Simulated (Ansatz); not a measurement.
Geometry optimisation, Ansatz, RKS PBE0-D4/6-31G*.

Input file:

```yaml
crystal:
  periodic: [false, false, false]
  atoms:
    - { symbol: C, position_ang: [-0.09761, 1.84657, -0.95029] }
    - { symbol: "N", position_ang: [0.03376, 0.57432, -0.81629] }
    - { symbol: C, position_ang: [-0.39737, -0.40155, -0.03941] }
    - { symbol: C, position_ang: [0.19835, -0.90733, 1.07987] }
    - { symbol: H, position_ang: [0.56674, 2.1434, -1.85602] }
    - { symbol: H, position_ang: [-1.22561, -0.98742, -0.46778] }
    - { symbol: H, position_ang: [-0.11154, -1.85508, 1.49756] }
    - { symbol: H, position_ang: [1.03328, -0.4129, 1.55236] }
total_charge: -1
basis:
  gaussian: { orbitals: "6-31G*" }
hamiltonian:
  xc: pbe0
  dispersion: d4
relax:
  f_tol: 0.015
  max_steps: 40
```

Launched with:

```bash
$ ansatz run input.yaml --threads 1 --pin off --max-ram 2048MiB --backend cpu --events-out ev --progress --plain --runs-dir out
```

Question: Where does it end, and by what steps?

Answer: The run converged. Limits of this set-up: an anion without diffuse functions. After 13 steps the energy has fallen by 0.101 eV; C1 moved furthest, 0.34 Å.

| step | energy less start (eV) | largest force component (eV/Å) | accepted |
| --- | --- | --- | --- |
| 0 | 0.0000 | 0.994 | yes |
| 1 | -0.0278 | 0.564 | yes |
| 2 | -0.0417 | 0.425 | yes |
| 3 | -0.0584 | 0.427 | yes |
| 4 | -0.0769 | 0.176 | yes |
| 5 | -0.0859 | 0.491 | yes |
| 6 | -0.0921 | 0.472 | yes |
| 7 | -0.0458 | 0.608 | no |
| 8 | -0.0996 | 0.118 | yes |
| 9 | -0.1008 | 0.050 | yes |
| 10 | -0.0998 | 0.080 | no |
| 11 | -0.1009 | 0.138 | yes |
| 12 | -0.1011 | 0.033 | yes |
| 13 | -0.1011 | 0.012 | yes |

```xyz
8
Properties=species:S:1:pos:R:3
C 0.110 1.726 -0.703
N -0.077 0.469 -1.037
C -0.439 -0.495 -0.135
C 0.191 -0.833 1.015
H 0.576 2.194 -1.647
H -1.273 -1.131 -0.466
H -0.109 -1.701 1.599
H 1.021 -0.229 1.374
```

Whether the end is a true minimum wasn't checked by a vibrational analysis.

The run took 17 s on 1 thread of Intel(R) Xeon(R) 6975P-C (Granite Rapids), with other jobs on the host, peak memory 0.14 GiB.
